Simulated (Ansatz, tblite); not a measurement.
# MoO3: rung by rung, part 2 of 2

Aim: run the singlet of MoO3 at one geometry on many levels, and compare frontier levels, spin and run time.

Ansatz 0.2.0, Gaussian basis; as each input shows. The steps go on from the part before.

**18. PBE-D4/def2-SVP**

Input file in.yaml:

```yaml
crystal:
  periodic: [false, false, false]
  atoms:
    - {symbol: Mo, position_ang: [-0.003911, 0.002633, 0.424154]}
    - {symbol: O, position_ang: [1.609150, -0.027603, -0.126332]}
    - {symbol: O, position_ang: [-0.779396, 1.404918, -0.157340]}
    - {symbol: O, position_ang: [-0.825833, -1.379948, -0.140482]}
basis:
  gaussian: {orbitals: def2-SVP, initial_orbitals: start.molden}
hamiltonian: {xc: pbe, dispersion: d4}
scf: {omitted_lower_state_checks: [starts]}
output: {orbitals: {seedname: orbitals}}
```

Started as:

```console
ansatz run in.yaml --threads 4 --pin off --events-out ev --progress --plain --max-ram 3916MiB
```

Standard output:

```text
Functional definition: PBE
  name "PBE"
  cite "Perdew, Burke & Ernzerhof, Phys. Rev. Lett. 77, 3865 (1996) doi:10.1103/PhysRevLett.77.3865"
  parent pbe
  parameter kappa = 0.804
  parameter beta = 0.06672455060314922
  exchange = pbe_x(kappa = kappa, mu = beta*pi^2/3)
  correlation = pbe_c(beta = beta)
these checks for a lower state are left out or cut short: starts
732 factors; their error is unknown
mean field evaluation 1: about -7988.8132 eV, gradient 1.1e1 eV
mean field evaluation 2: about -7989.1038 eV, gradient 2.1e-1 eV
mean field evaluation 4: about -7989.0839 eV, gradient 1.2e-1 eV
mean field -7989.08389057 eV, -293.5934177830 hartree, gradient 5.0e-5 eV, S^2 0.000000; 0 other end points of the search recorded, 0 dependent functions left out
reference -7989.08395063 eV, -293.5934199900 hartree; 19, 19 occupied and 54, 54 virtual orbitals, 732 factors
Total energy: -7989.17882462 eV, -293.5969065448 hartree
Checks for a lower state left out: starts
```

Run time: 0.25 s. Hardware: 4 threads of AMD EPYC 9B45, shared host.

HOMO -7.28 eV, LUMO -5.36 eV.

**19. PBE0-D4/def2-SVP**

Changes to in.yaml since step 18:

```diff
@@ -9,3 +9,3 @@
   gaussian: {orbitals: def2-SVP, initial_orbitals: start.molden}
-hamiltonian: {xc: pbe, dispersion: d4}
+hamiltonian: {xc: pbe0, dispersion: d4}
 scf: {omitted_lower_state_checks: [starts]}
```

Launched as before.

Standard output:

```text
Functional definition: PBE0
  name "PBE0"
  cite "Adamo & Barone, J. Chem. Phys. 110, 6158 (1999) doi:10.1063/1.478522"
  cite "Perdew, Burke & Ernzerhof, Phys. Rev. Lett. 77, 3865 (1996) doi:10.1103/PhysRevLett.77.3865"
  parent pbe
  parameter a = 0.25
  parameter kappa = 0.804
  parameter beta = 0.06672455060314922
  exchange = (1 - a)*pbe_x(kappa = kappa, mu = beta*pi^2/3) + a*exact_x
  correlation = pbe_c(beta = beta)
these checks for a lower state are left out or cut short: starts
771 factors; their error is unknown
mean field evaluation 1: about -7986.0910 eV, gradient 9.3e0 eV
mean field evaluation 2: about -7986.2137 eV, gradient 9.2e-2 eV
mean field evaluation 4: about -7986.2606 eV, gradient 1.2e-4 eV
mean field -7986.26060104 eV, -293.4896638065 hartree, gradient 2.7e-5 eV, S^2 0.000000; 0 other end points of the search recorded, 0 dependent functions left out
reference -7986.26064805 eV, -293.4896655339 hartree; 19, 19 occupied and 54, 54 virtual orbitals, 771 factors
Total energy: -7986.33971317 eV, -293.4925711236 hartree
Checks for a lower state left out: starts
```

Run time: 0.25 s. Hardware: 4 threads of AMD EPYC 9B45, shared host.

From the report: HOMO -8.99 eV, LUMO -4.74 eV.

**20. PBE0-D4/def2-TZVPD**

Changes to in.yaml since step 19:

```diff
@@ -8,3 +8,3 @@
 basis:
-  gaussian: {orbitals: def2-SVP, initial_orbitals: start.molden}
+  gaussian: {orbitals: def2-TZVPD, initial_orbitals: start.molden}
 hamiltonian: {xc: pbe0, dispersion: d4}
```

Launched as before.

Standard output:

```text
Functional definition: PBE0
  name "PBE0"
  cite "Adamo & Barone, J. Chem. Phys. 110, 6158 (1999) doi:10.1063/1.478522"
  cite "Perdew, Burke & Ernzerhof, Phys. Rev. Lett. 77, 3865 (1996) doi:10.1103/PhysRevLett.77.3865"
  parent pbe
  parameter a = 0.25
  parameter kappa = 0.804
  parameter beta = 0.06672455060314922
  exchange = (1 - a)*pbe_x(kappa = kappa, mu = beta*pi^2/3) + a*exact_x
  correlation = pbe_c(beta = beta)
these checks for a lower state are left out or cut short: starts
930 factors; their error is unknown
mean field evaluation 1: about -7994.2561 eV, gradient 4.9e0 eV
mean field evaluation 2: about -7994.3566 eV, gradient 1.2e-1 eV
mean field evaluation 4: about -7994.4458 eV, gradient 2.6e-4 eV
mean field -7994.44583995 eV, -293.7904657883 hartree, gradient 1.2e-5 eV, S^2 0.000000; 0 other end points of the search recorded, 0 dependent functions left out
reference -7994.44588575 eV, -293.7904674714 hartree; 19, 19 occupied and 141, 141 virtual orbitals, 930 factors
Total energy: -7994.52495088 eV, -293.7933730612 hartree
Checks for a lower state left out: starts
```

Wall time 0.55 s (4 threads of AMD EPYC 9B45, shared host).

Report: HOMO -9.06 eV, LUMO -4.75 eV.

**21. PBE-D4/def2-TZVPD**

Changes to in.yaml since step 20:

```diff
@@ -9,3 +9,3 @@
   gaussian: {orbitals: def2-TZVPD, initial_orbitals: start.molden}
-hamiltonian: {xc: pbe0, dispersion: d4}
+hamiltonian: {xc: pbe, dispersion: d4}
 scf: {omitted_lower_state_checks: [starts]}
```

Launched as before.

Standard output:

```text
Functional definition: PBE
  name "PBE"
  cite "Perdew, Burke & Ernzerhof, Phys. Rev. Lett. 77, 3865 (1996) doi:10.1103/PhysRevLett.77.3865"
  parent pbe
  parameter kappa = 0.804
  parameter beta = 0.06672455060314922
  exchange = pbe_x(kappa = kappa, mu = beta*pi^2/3)
  correlation = pbe_c(beta = beta)
these checks for a lower state are left out or cut short: starts
860 factors; their error is unknown
mean field evaluation 1: about -7996.9587 eV, gradient 1.1e1 eV
mean field evaluation 2: about -7997.2001 eV, gradient 2.7e-1 eV
mean field evaluation 4: about -7997.1943 eV, gradient 1.3e-1 eV
mean field -7997.19431332 eV, -293.8914703216 hartree, gradient 2.7e-5 eV, S^2 0.000000; 0 other end points of the search recorded, 0 dependent functions left out
reference -7997.19437132 eV, -293.8914724529 hartree; 19, 19 occupied and 141, 141 virtual orbitals, 860 factors
Total energy: -7997.28924531 eV, -293.8949590078 hartree
Checks for a lower state left out: starts
```

It took 0.45 s on 4 threads of AMD EPYC 9B45, shared host.

From the report: HOMO -7.45 eV, LUMO -5.45 eV.

**22. r2SCAN-D4/def2-TZVPD**

Changes to in.yaml since step 21:

```diff
@@ -9,3 +9,3 @@
   gaussian: {orbitals: def2-TZVPD, initial_orbitals: start.molden}
-hamiltonian: {xc: pbe, dispersion: d4}
+hamiltonian: {xc: r2scan, dispersion: d4}
 scf: {omitted_lower_state_checks: [starts]}
```

Same command.

Standard output:

```text
Functional definition: r2SCAN
  name "r2SCAN"
  cite "Furness, Kaplan, Ning, Perdew & Sun, J. Phys. Chem. Lett. 11, 8208 (2020) doi:10.1021/acs.jpclett.0c02405"
  cite "Furness, Kaplan, Ning, Perdew & Sun, J. Phys. Chem. Lett. 11, 9248 (2020) doi:10.1021/acs.jpclett.0c03077"
  parent r2scan
  parameter k0 = 0.174
  parameter k1 = 0.065
  parameter a1 = 4.9479
  exchange = r2scan_x(k0 = k0, k1 = k1, a1 = a1)
  correlation = r2scan_c
these checks for a lower state are left out or cut short: starts
860 factors; their error is unknown
mean field evaluation 1: about -8000.0291 eV, gradient 7.4e0 eV
mean field evaluation 2: about -8000.1817 eV, gradient 1.8e-1 eV
mean field evaluation 4: about -8000.1759 eV, gradient 4.0e-4 eV
mean field -8000.17589121 eV, -294.0010412881 hartree, gradient 2.3e-5 eV, S^2 0.000000; 0 other end points of the search recorded, 0 dependent functions left out
reference -8000.17591372 eV, -294.0010421153 hartree; 19, 19 occupied and 141, 141 virtual orbitals, 860 factors
Total energy: -8000.19634544 eV, -294.0017929672 hartree
Checks for a lower state left out: starts
```

It took 0.75 s on 4 threads of AMD EPYC 9B45, shared host.

HOMO -7.78 eV, LUMO -5.25 eV.

**23. CCSD(T)/def2-TZVPP**

Changes to in.yaml since step 22:

```diff
@@ -8,4 +8,4 @@
 basis:
-  gaussian: {orbitals: def2-TZVPD, initial_orbitals: start.molden}
-hamiltonian: {xc: r2scan, dispersion: d4}
+  gaussian: {orbitals: def2-TZVPP, initial_orbitals: start.molden}
+correlation: {method: ccsd_t}
 scf: {omitted_lower_state_checks: [starts]}
```

Same command.

Standard output, shortened:

```text
Functional definition: HF
  name "HF"
  cite "Fock, Z. Phys. 61, 126 (1930) doi:10.1007/BF01340294"
  parent pbe
[...]
1015 factors; integrals over basis functions are off by at most 4.1e-4 eV
[...]
mean field -7950.54373573 eV, -292.1770932161 hartree, gradient 1.8e-6 eV, S^2 0.000000; 0 other end points of the search recorded, 0 dependent functions left out; unrestricted orbitals would lower it
[...]
3 core orbitals not correlated: weight in the atoms' cores, before any rotation towards them, 1.000 or more for the frozen orbitals, at most 0.000 for the correlated occupied ones
reference -7950.54373573 eV, -292.1770932161 hartree; 16, 16 occupied and 130, 130 virtual orbitals, 1015 factors
second order -36.98195741 eV of doubles, -0.00000000 eV of singles
cycle   1  -30.27606247 eV  change     6.7e0 eV  update   4.1e-1
[...]
cycle  17  -33.68136091 eV  change    1.4e-5 eV  update   5.2e-6
perturbative correction -2.44703741 eV, -0.0899269662 hartree
Total energy: -7986.67213405 eV, -293.5047873657 hartree
Checks for a lower state left out: starts
```

Run time: 9 s. Hardware: 4 threads of AMD EPYC 9B45, shared host; peak memory 1.2 GiB.

Report: Hartree-Fock HOMO -13.09 eV, LUMO -2.11 eV; T1 0.031. Doubts: restricted state is unstable towards broken spin symmetry.

**24. MP2/def2-TZVP**

Changes to in.yaml since step 23:

```diff
@@ -8,4 +8,4 @@
 basis:
-  gaussian: {orbitals: def2-TZVPP, initial_orbitals: start.molden}
-correlation: {method: ccsd_t}
+  gaussian: {orbitals: def2-TZVP, initial_orbitals: start.molden}
+correlation: {method: mp2}
 scf: {omitted_lower_state_checks: [starts]}
```

Launched as before.

Standard output, shortened:

```text
Functional definition: HF
  name "HF"
  cite "Fock, Z. Phys. 61, 126 (1930) doi:10.1007/BF01340294"
  parent pbe
[...]
978 factors; integrals over basis functions are off by at most 5.2e-4 eV
[...]
mean field -7950.23528553 eV, -292.1657578801 hartree, gradient 1.7e-6 eV, S^2 0.000000; 0 other end points of the search recorded, 0 dependent functions left out; unrestricted orbitals would lower it
[...]
3 core orbitals not correlated: weight in the atoms' cores, before any rotation towards them, 1.000 or more for the frozen orbitals, at most 0.000 for the correlated occupied ones
reference -7950.23528553 eV, -292.1657578801 hartree; 16, 16 occupied and 114, 114 virtual orbitals, 978 factors
second order -35.07196227 eV of doubles, -0.00000000 eV of singles
Total energy: -7985.30724780 eV, -293.4546287210 hartree
Checks for a lower state left out: starts
```

Wall time 0.55 s (4 threads of AMD EPYC 9B45, shared host).

Hartree-Fock HOMO -13.08 eV, LUMO -2.15 eV. Doubts: restricted state is unstable towards broken spin symmetry.

**25. RPA/def2-TZVP**

Changes to in.yaml since step 24:

```diff
@@ -9,4 +9,4 @@
   gaussian: {orbitals: def2-TZVP, initial_orbitals: start.molden}
-correlation: {method: mp2}
+hamiltonian: {xc: pbe}
+correlation: {method: rpa}
 scf: {omitted_lower_state_checks: [starts]}
-output: {orbitals: {seedname: orbitals}}
```

Launched as before.

Standard output, shortened:

```text
Functional definition: PBE
  name "PBE"
  cite "Perdew, Burke & Ernzerhof, Phys. Rev. Lett. 77, 3865 (1996) doi:10.1103/PhysRevLett.77.3865"
  parent pbe
[...]
978 factors; integrals over basis functions are off by at most 5.2e-4 eV
[...]
mean field -7997.10014164 eV, -293.8880095760 hartree, gradient 1.3e-6 eV, S^2 0.000000; 0 other end points of the search recorded, 0 dependent functions left out
3 core orbitals not correlated: weight in the atoms' cores, before any rotation towards them, 1.000 or more for the frozen orbitals, at most 0.000 for the correlated occupied ones
reference -7948.08055284 eV, -292.0865729143 hartree; 16, 16 occupied and 114, 114 virtual orbitals, 978 factors
Total energy: -7994.96105592 eV, -293.8093996257 hartree
Checks for a lower state left out: starts
```

Run time: 0.75 s. Hardware: 4 threads of AMD EPYC 9B45, shared host.

**26. Comparison**

| level | functions | HOMO (eV) | LUMO (eV) | gap (eV) | time |
| --- | --- | --- | --- | --- | --- |
| HF/def2-TZVP | 133 | -13.08 | -2.15 | 10.94 | 0.25 s |
| PBE-D4/def2-SVP | 73 | -7.28 | -5.36 | 1.92 | 0.25 s |
| PBE-D4/def2-TZVP | 133 | -7.39 | -5.43 | 1.97 | 0.4 s |
| PBE-D4/def2-TZVPD | 160 | -7.45 | -5.45 | 2.00 | 0.45 s |
| BLYP-D4/def2-TZVP | 133 | -7.31 | -5.49 | 1.82 | 0.35 s |
| r2SCAN-D4/def2-TZVP | 133 | -7.76 | -5.26 | 2.50 | 0.6 s |
| r2SCAN-D4/def2-TZVPD | 160 | -7.78 | -5.25 | 2.53 | 0.75 s |
| B97M-V/def2-TZVP | 133 | -7.81 | -5.38 | 2.42 | 1.1 s |
| B3LYP-D4/def2-TZVP | 133 | -8.78 | -5.13 | 3.66 | 0.45 s |
| PBE0-D4/def2-SVP | 73 | -8.99 | -4.74 | 4.25 | 0.25 s |
| PBE0-D4/def2-TZVP | 133 | -9.03 | -4.75 | 4.27 | 0.4 s |
| PBE0-D4/def2-TZVPD | 160 | -9.06 | -4.75 | 4.31 | 0.55 s |
| ωB97X-V/def2-TZVP | 133 | -11.41 | -2.74 | 8.66 | 1.1 s |
| ωB97M-V/def2-TZVP | 133 | -11.36 | -3.01 | 8.35 | 1.1 s |
| PBE+5HF/def2-TZVP | 133 | -7.71 | -5.29 | 2.42 | 0.4 s |
| PBE+10HF/def2-TZVP | 133 | -8.04 | -5.16 | 2.88 | 0.4 s |
| PBE+15HF/def2-TZVP | 133 | -8.37 | -5.03 | 3.34 | 0.35 s |
| PBE+35HF/def2-TZVP | 133 | -9.70 | -4.48 | 5.22 | 0.4 s |
| PBE+50HF/def2-TZVP | 133 | -10.73 | -4.06 | 6.67 | 0.45 s |

Energy pieces by basis (eV):

| basis | HF | MP2 correlation | CCSD correlation | (T) | total |
| --- | --- | --- | --- | --- | --- |
| def2-TZVPP | -7950.5437 | -36.9820 | -33.6814 | -2.4470 | -7986.6721 |
| def2-TZVP | -7950.2353 | -35.0720 |  |  | -7985.3072 (MP2) |

**27. Binding energy**

Free atoms were run apart at each level; binding is atoms less cluster, divided by the number of atoms, without zero-point or spin-orbit terms.

| level | binding an atom (eV) |
| --- | --- |
| HF/def2-TZVP | 1.036 |
| HF/def2-TZVPP | 1.113 |
| PBE-D4/def2-SVP | 5.111 |
| PBE-D4/def2-TZVP | 5.023 |
| PBE-D4/def2-TZVPD | 5.026 |
| BLYP-D4/def2-TZVP | 4.992 |
| r2SCAN-D4/def2-TZVP | 4.553 |
| r2SCAN-D4/def2-TZVPD | 4.563 |
| B97M-V/def2-TZVP | 4.437 |
| B3LYP-D4/def2-TZVP | 4.488 |
| PBE0-D4/def2-SVP | 4.324 |
| PBE0-D4/def2-TZVP | 4.283 |
| PBE0-D4/def2-TZVPD | 4.295 |
| ωB97X-V/def2-TZVP | 4.463 |
| ωB97M-V/def2-TZVP | 4.299 |
| B2PLYP/def2-TZVP | 4.683 |
| RPA/def2-TZVP | 4.229 |
| MP2/def2-TZVP | 5.081 |
| CCSD/def2-TZVPP | 3.877 |
| CCSD(T)/def2-TZVPP | 4.361 |

**28. Summary of results**

What follows sums up all 2 parts.

```
                                                                  quantity                               value
gap in def2-TZVP, named functionals and Hartree-Fock, smallest and largest    1.82 eV (BLYP-D4), 10.94 eV (HF)
                                      gap over the share of exact exchange        1.97 eV at 0, 6.67 eV at 0.5
                                    correlation energy, CCSD(T)/def2-TZVPP                           -36.13 eV
                                         correlation energy, MP2/def2-TZVP                           -35.07 eV
                                 binding an atom, functionals in def2-TZVP  4.28 (PBE0-D4) to 5.02 eV (PBE-D4)
                           PBE0 total energy, smallest basis above largest      8.19 eV (def2-SVP, def2-TZVPD)
```

What this shows: Over the named functionals and Hartree-Fock in def2-TZVP the gap runs from 1.82 eV (BLYP-D4) to 10.94 eV (HF); exact exchange widens it. Raising the share of exact exchange from 0 to 0.5 moves the HOMO by -3.33 eV and the LUMO by +1.37 eV. Notes on CCSD(T)/def2-TZVPP and its Hartree-Fock reference, which MP2 shares: restricted state is unstable towards broken spin symmetry.

The slowest run with a step of its own, CCSD(T)/def2-TZVPP, took 9 s; the quickest functional in def2-TZVP took 0.35 s (shared host).
